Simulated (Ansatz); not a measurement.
Take Ir in the fcc (Cu type) structure (space group Fm-3m, No. 225; a = 3.871 Å) as the base.

Computed with PBE (Ansatz, an electronic-structure program, PAW, no spin-orbit coupling), earlier PAW set.

One thing is altered: every Ir is replaced by Rh, then cell and atoms are relaxed.

Measured lattice parameter a: Ir 3.831 Å (static lattice; corrected from measurement; as listed in Daniel Mejia-Rodriguez, S. B. Trickey, Phys. Rev. B (2018)); Rh 3.794 Å (static lattice; corrected from measurement; as listed in Daniel Mejia-Rodriguez, S. B. Trickey, Phys. Rev. B (2018)).

Q: How well does PBE reproduce the measured shift?

A: With PBE the lattice parameter a moves by -0.040 Å (3.871 → 3.830) against -0.037 Å measured.

Whether these cells are dynamically stable was not tested. The final runs are not spin-polarised.
